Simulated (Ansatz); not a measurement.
# ClHSi: the cost of one run

Method: cc-pVTZ, all electrons in the functionals; program: Ansatz 0.2.0, Gaussian basis.

Plan: PBE, r2SCAN, PBE0, B3LYP, wB97X-V, wB97M-V, at 1.279 Å; 1.335 Å; 1.447 Å; 1.560 Å; 1.672 Å.

## (1) What is computed

The geometry derives from fragments relaxed apart (PBE0/def2-TZVP) and kept rigid, so it is no stationary point. A hydrogen atom is moved between rigid fragments.

3 atoms, charge 0, spin multiplicity 3.

Atoms are counted from 1 here; the program's logs count them from 0.

Bond lengths: Cl1–H2 1.279 Å.

No dispersion term is added; wB97X-V, wB97M-V hold VV10 nonlocal correlation. B3LYP takes the VWN-RPA correlation.

The geometry shown and the zero of energy belong to the point 1.279 Å. The yardstick, UCCSDT(Q), and other wave-function levels (R restricted, U unrestricted, valence and pair active spaces) come from earlier runs.

## (2) PBE, 1.279 Å

in.yaml

```yaml
crystal:
  periodic: [false, false, false]
  atoms:
    - {symbol: Cl, position_ang: [0.000000, 0.000000, -1.463600]}
    - {symbol: H, position_ang: [0.000000, 0.000000, -0.184800]}
    - {symbol: Si, position_ang: [0.000000, 0.000000, 1.648400]}
basis:
  gaussian: {orbitals: cc-pVTZ}
magnetization: {spin_polarized: true, initial_magnetization: 2}
hamiltonian: {xc: {name: PBE}}
output: {orbitals: {seedname: orbitals}}
```

On the command line:

```console
$ ansatz run in.yaml --threads 1 --pin off --events-out ev --progress --plain --max-ram 2816MiB --backend cpu
```

Q: Estimate wall time and peak memory on 1 thread of AMD EPYC 7R13, shared host.

About 5.5 s, with a peak of 0.26 GiB.
